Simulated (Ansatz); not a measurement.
Mulliken charges of C₄H₅F, SMILES `C#CCCF` from r2SCAN/def2-TZVPP in Ansatz (PBE0-D4/def2-TZVP geometry).

| atom | x (Å) | y (Å) | z (Å) | charge (e) |
| --- | --- | --- | --- | --- |
| C1 | -2.062 | 0.813 | -0.554 | 0.164 |
| C2 | -1.146 | 0.154 | -0.144 | -0.386 |
| C3 | -0.026 | -0.624 | 0.353 | -0.150 |
| C4 | 1.320 | 0.030 | 0.108 | 0.189 |
| F5 | 1.589 | 0.081 | -1.242 | -0.242 |
| H6 | -2.874 | 1.393 | -0.923 | 0.235 |
| H7 | -0.137 | -0.778 | 1.433 | 0.054 |
| H8 | -0.028 | -1.617 | -0.109 | 0.063 |
| H9 | 2.112 | -0.554 | 0.586 | 0.036 |
| H10 | 1.335 | 1.052 | 0.495 | 0.037 |

**Question.** By hand: the dipole of these point charges (1 e Å = 4.8032 D).

**Answer.** Σ q r = (-0.586, 0.356, 0.126) e Å, of length 0.697 e Å = 3.35 D.

**Question.** How does the dipole of the full density compare? (An estimate is asked.)

**Answer.** The calculation gave: (0.018, -0.096, 0.379) e Å, 1.88 D; the point charges give 1.78 times that, at 89° from its direction.

Point charges leave out the atoms' own dipoles, such as those of lone pairs, and Mulliken's split depends on the basis, so the two needn't agree.
